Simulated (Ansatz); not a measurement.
Cartesian coordinates in Å:
```
B 0.706 1.057 -0.454
O 0.588 -0.272 -0.343
C -0.499 -0.881 0.325
H -0.130 1.781 0.023
H 1.665 1.469 -1.038
H -1.195 -0.132 0.714
H -1.021 -1.536 -0.376
H -0.114 -1.485 1.148
```

The species carries charge 0 and has multiplicity 1.

(1) List the ωB97M-V/def2-TZVPP orbital energies in eV (the Gaussian-basis code of Ansatz). (Estimate.)

## Answers

(1) Ansatz gave: Occupied: -526.84, -282.92, -188.10, -32.00, -22.51, -17.75, -15.87, -15.66, -14.43, -12.57, -11.77, -10.96. Lowest empty: 1.48, 2.63, 3.48, 3.66, 4.33, 4.77, 4.84, 5.71.
